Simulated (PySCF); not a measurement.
Isomers of C2H2N2O. Level of theory: PySCF, PBE0-D3(BJ)/def2-SVP geometry optimisation, gas phase. One conformer each; no zero-point energy, no entropy. No frequencies were run at this level. Point groups hold within 0.08 Å.

Problem. Rank from lowest to highest electronic energy at this level (kcal/mol).
A. `c1ncon1`
B. 1,3,4-oxdiazole, `o1cnnc1`
C. `N#CC(N)=O` (cyanoformamide)

Solution. C (0.0), B (17.5), A (23.3).

As drawn, the lowest has a C=O bond, a C≡N group and an N–H bond, which the highest lacks; the highest has an aromatic ring and an N–O linkage, which the lowest lacks.

```csv
SMILES,E (Eh),E rel (kcal/mol),dipole (D),point group,"A, B, C (MHz)"
N#CC(N)=O,-261.64216,0.0,4.64,Cs,"11386, 4278, 3109"
c1nnco1,-261.61434,17.5,3.20,C2v,"10519, 10377, 5224"
c1ncon1,-261.60509,23.3,1.16,Cs,"10543, 10290, 5208"
```

Problem. How do the relative energies change in single points at PBE0/pcSseg-1 (no added dispersion term) on the same geometries?

Solution. 
```csv
SMILES,PBE0-D3(BJ)/def2-SVP (kcal/mol),PBE0/pcSseg-1 (kcal/mol),shift
N#CC(N)=O,0.0,0.0,0.0
c1nnco1,17.5,18.4,+0.9
c1ncon1,23.3,23.8,+0.5
```

Each column counts from its own lowest isomer. The order is unchanged; the largest shift is 0.9 kcal/mol.
